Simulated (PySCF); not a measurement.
dimethylphosphine: calculation against experiment

**The experiment to reproduce.**

NIST CCCBDB Release 22 (SRD 101), experimental dipoles lists, for the gas: dipole moment 1.23 D.

The results are set against them at the end.

Species: dimethylphosphine, C2H7P.
Atom-mapped SMILES: `[CH3:1][PH:2][CH3:3]` (hydrogens: H4, H5, H6 on C1; H7 on P2; H8, H9, H10 on C3)

Structure used (PBE0-D3(BJ)/def2-SVP), in Å, numbered top down from 1:
```xyz
10
C2H7P angstrom
C      1.4423    0.2462   -0.1053
P      0.2723   -0.3984    1.1807
C     -1.3390    0.1679    0.4581
H      2.4450   -0.1716    0.0691
H      1.5175    1.3396   -0.0009
H      1.1318    0.0113   -1.1350
H      0.2127   -1.7447    0.7015
H     -2.1704   -0.2871    1.0167
H     -1.4490   -0.0790   -0.6088
H     -1.4185    1.2594    0.5772
```

The PySCF runs (gas phase, on this PBE0-D3(BJ)/def2-SVP geometry; no spin–orbit coupling):

| level | job | basis functions | wall time |
| --- | --- | --- | --- |
| PBE0-D3(BJ)/def2-SVP, grid level 1 | geometry optimisation from a GFN2-xTB start shaken at random | 81 | 7.8 s |
| B97-2/pcSseg-2 | shieldings | 213 | 18 s |
| BHandHLYP/pcSseg-2 | shieldings | 213 | 19 s |
| CAM-B3LYP/pcSseg-2 | shieldings | 213 | 28 s |
| LC-wPBE/pcSseg-2 | shieldings | 213 | 33 s |
| PBE0/6-311+G(2d,p) | shieldings, charges and field gradients | 131 | 8.8 s |
| PBE0/6-31G* | shieldings, charges and field gradients | 60 | 3.6 s |
| PBE0/STO-3G | shieldings, charges and field gradients | 26 | 1.5 s |
| PBE0/def2-SVP | shieldings, charges and field gradients | 81 | 4.1 s |
| PBE0/def2-TZVP | shieldings, charges and field gradients | 141 | 10 s |
| WP04/pcSseg-2 | shieldings | 213 | 19 s |
| wB97X-D/pcSseg-2 | shieldings | 213 | 25 s |

Hardware: one thread of an Arm Neoverse V1, on a shared host.

All basis functions are spherical.

## Comparison

**Dipole moment.** Measured: 1.23 D (NIST CCCBDB Release 22 (SRD 101), experimental dipoles).

```tsv
level	computed (D)	computed − measured (D)	% (from the printed values)
PBE0-D3(BJ)/def2-SVP	1.30	+0.07	+6
B97-2/pcSseg-2	1.31	+0.08	+7
BHandHLYP/pcSseg-2	1.26	+0.03	+2
CAM-B3LYP/pcSseg-2	1.27	+0.04	+3
LC-wPBE/pcSseg-2	1.36	+0.13	+11
PBE0/6-311+G(2d,p)	1.37	+0.14	+11
PBE0/6-31G*	1.47	+0.24	+20
PBE0/STO-3G	0.65	-0.58	-47
PBE0/def2-SVP	1.30	+0.07	+6
PBE0/def2-TZVP	1.31	+0.08	+7
WP04/pcSseg-2	1.11	-0.12	-10
wB97X-D/pcSseg-2	1.33	+0.10	+8
```

12 of the 13 levels run are shown, the closest and the furthest among them. Closest is BHandHLYP/pcSseg-2 (+0.03 D), furthest PBE0/STO-3G (-0.58 D); one molecule doesn't rank methods. The computed dipoles belong to one fixed geometry; measured ones are averaged over vibrations unless marked μe. Magnitudes are compared, not signs.

No measured geometry was used, and the causes of the misses weren't examined.
